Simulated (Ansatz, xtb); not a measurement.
C3H6OS2: 5 structures ranked

5 gas-phase structures of C3H6OS2, from a drawn sample of its isomers (lower ones may exist). Each was relaxed with GFN2-xTB; where two conformers were screened, the lower at r2SCAN-D4/def2-SVP is listed:

A. `O=[S@@]1CCSC1`, a singlet
B. `O=C[C@H](S)CS`, a singlet
C. `O=[S@]1C[C@H](S)C1`, a singlet
D. `CSC(=S)CO`, a singlet
E. `CO[C@@H]1CSS1`, a singlet

Question: Which do you expect lowest at r2SCAN-D4/def2-SVP, and how would the others follow?

Answer: Calculated order at r2SCAN-D4/def2-SVP: B (0.0), D (1.0), E (20.1), A (26.8), C (41.6) kcal/mol.

Energies above the lowest of each column, in kcal/mol; the last columns are at PBE-D3(BJ)/def2-SVP geometries and were run for some of them only (a dash: not run or not comparable):

```tsv
structure	GFN2-xTB	HF/STO-3G	r2SCAN-D4/def2-SVP	PBE-D3(BJ)/def2-SVP	CCSD(T)/def2-SVP + ΔMP2/def2-TZVPP
B	16.2	24.2	0.0	0.0	0.0
D	13.7	27.6	1.0	2.7	1.1
E	0.0	0.0	20.1	18.9	13.7
A	10.2	90.1	26.8	–	–
C	17.7	113.5	41.6	–	–
```

CCSD(T)/def2-SVP + ΔMP2/def2-TZVPP puts B lowest of those it was run on; GFN2-xTB picks E, HF/STO-3G picks E. Flexible structures stand in one conformer each, not always the lowest. Frequencies (GFN2-xTB) were run for B, D, E alone. The ΔMP2 step shifts differences by up to 8.9 kcal/mol, which makes them less sure. ΔMP2 is the change of the MP2 energy from the smaller to the larger basis.

Over these structures GFN2-xTB departs from r2SCAN-D4/def2-SVP by 16.6 kcal/mol on average once a common shift is removed. A GFN2-xTB relaxation took about 0.099 s and the r2SCAN-D4/def2-SVP energy about 2.8 s on a shared host (Ansatz 0.2.0, xtb 6.7.1).
